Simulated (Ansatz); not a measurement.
# AlPH (doublet): from Hartree-Fock to the top rungs, def2-TZVPP

The task here is to estimate one member of a computed series from the others.

Method: def2-TZVPP, core rule «outside noble gas», up to 10 orbitals frozen; program: Ansatz 0.2.0, Gaussian basis.

Plan: UHF; ROHF; CCSD(T) on UHF.

2 further runs of the same task are left out: 2 set aside as unsound or not needed.

### The geometry

The geometry is a PBE0/def2-TZVP stationary point (not a proven minimum).

3 atoms, charge 0, spin multiplicity 2.

Atoms are counted from 1 here; the program's logs count them from 0.

Bond lengths: Al1–P2 2.144 Å, Al1–H3 1.581 Å. Angles: P2–Al1–H3 180.0°.

The first run:

in.yaml reads:

```yaml
crystal:
  periodic: [false, false, false]
  atoms:
    - {symbol: Al, position_ang: [0.000000, 0.000000, 0.187600]}
    - {symbol: P, position_ang: [0.000000, 0.000000, -1.956600]}
    - {symbol: H, position_ang: [0.000000, 0.000000, 1.769000]}
basis:
  gaussian: {orbitals: def2-TZVPP}
magnetization: {spin_polarized: true, initial_magnetization: 1}
hamiltonian: {xc: hf}
output: {orbitals: {seedname: orbitals}}
```

On the command line:

```console
$ ansatz run in.yaml --threads 1 --pin off --events-out ev --progress --plain --max-ram 4096MiB --backend cpu
```

Steps of the session up to this table: UHF; ROHF; CCSD(T) on UHF.

One table of the session follows, with a row left open; its other results are not shown here.

| method | from UCCSD(T) (meV) |
| --- | --- |
| ROHF | +6361.2 |
| UHF | ? |
| UMP2 | +1125.9 |
| UCCSD | +325.1 |
| UCCSD(T) | 0 |

**Question.** Estimate the row for UHF.

The run gave: from UCCSD(T) (meV): +6246.4. In the column «from UCCSD(T) (meV)» it lies between UMP2 (+1125.9) and ROHF (+6361.2).

With the free atoms at the same levels and basis (separate runs), the atomisation energy is 5.011 eV at UCCSD(T), 3.032 eV at ROHF.
